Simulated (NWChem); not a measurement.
## Correlation energy of ethanol (C2H6O)

```
C
H 1 1.1020
O 1 1.4032 2 106.05
H 3 0.9628 1 107.89 2 -178.68
H 1 1.1097 2 106.18 3 -118.83
C 1 1.5168 2 109.82 5 -118.63
H 6 1.1006 1 110.52 2 -62.17
H 6 1.1012 7 108.46 1 -122.31
H 6 1.1032 7 107.86 8 -116.01
```
Charge 0, spin multiplicity 1.

Program: NWChem. All single points use one geometry, from PBE0/def2-SVP, a minimum by its harmonic frequencies. It is one conformer; others weren't searched.

Basis set: cc-pVDZ. Each correlation energy counts from its own Hartree-Fock reference.

The correlated methods keep 3 core orbitals frozen. Coupled-cluster values serve here as a point of comparison, not as the truth.

```csv
method,correlation energy (mHa)
CCSD+T(CCSD),___
MP2,-481.5
RI-MP2,-481.4
CR-CCSD[T],___
CR-CCSD(T),-529.2
CCSD,___
CCSD(T),___
SCS-MP2,-479.4
```

Question: Fill in the missing entries.

Answer: 
- CCSD+T(CCSD), correlation energy (mHa): -532.4
- CR-CCSD[T], correlation energy (mHa): -529.5
- CCSD, correlation energy (mHa): -519.3
- CCSD(T), correlation energy (mHa): -532.0
